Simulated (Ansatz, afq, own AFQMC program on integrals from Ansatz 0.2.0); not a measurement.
## Where AFQMC and coupled cluster stand for SiGeH2, singlet

```xyz
4

Si    0.0000    0.0739    1.5276
Ge    0.0000   -0.0072   -0.6375
H     0.0000   -0.2354    2.6964
H     0.0000   -1.3068    0.6800
```

Connectivity, by distances: SiH–Ge, 1 bridging H.

Basis cc-pVDZ. Noble-gas cores (and the filled d shells of Ga–Kr and In–Xe) are frozen. AFQMC by an in-house program on the Cholesky factors that Ansatz 0.2.0 writes for its CCSD(T) run. The CISD trial takes its coefficients from CCSD amplitudes. Released means that phaseless walkers are propagated on without the constraint, phases kept. ± is one standard error of the sampling. No spin–orbit coupling.

Determinant: UHF, the one that the program's search chose, which needn't be the lowest solution. The geometry is a point of a scan.

No full CI on the walks' own integrals is used here; CCSDT(Q) serves as the reference and is uncertain by about the last step of the cluster series.

Cautions: no relativity below Rb; no spin-orbit coupling; inner d shell frozen; higher spins were not checked; an unrestricted solution with more broken spin lies lower (91 meV, ⟨S²⟩ 0.41), while this determinant keeps restricted orbitals.

```
T1 diagnostic                               : 0.0185
weight of the determinant in the CISD state : 0.845
⟨S²⟩ of the determinant                     : 0.000
size of the correlated space                : 10 electrons in 36 orbitals
```

```tsv
level	correlation energy (eV)
MP2	-5.0040
CCSD	-5.8427
CCSD(T)	-6.1310
```

(1) Estimate where phaseless AFQMC with the Hartree–Fock trial lies against CCSD(T) on the same integrals.

(1) 5.36 ± 1.78 kcal/mol below CCSD(T).

Reference: CCSDT(Q), correlation energy -6.188 eV. The released energy is read at 2.40 1/Eh (meV from the phaseless value at times in 1/Eh: -4 ± 13 at 0.24, -19 ± 13 at 0.51, -16 ± 12 at 0.99, -51 ± 10 at 1.62, -30 ± 14 at 2.40).

| level | E − E(reference) (kcal/mol) | share of correlation (%) |
| --- | --- | --- |
| CCSD(T) | 1.31 | 99.08 |
| CCSDT | 0.57 | 99.60 |
| ph-AFQMC/HF | -4.05 ± 1.78 | 102.84 |
| ph-AFQMC/CISD | 0.89 ± 0.29 | 99.38 |
| released AFQMC | 0.21 ± 0.33 | 99.86 |

A walk keeps the symmetry of its determinant, which the program's search chose and which needn't be the lowest solution, so a lower state of the same spin and another symmetry isn't excluded. Released energies are given only where the last usable release times agree within the noise; a slower fall can still hide under it.
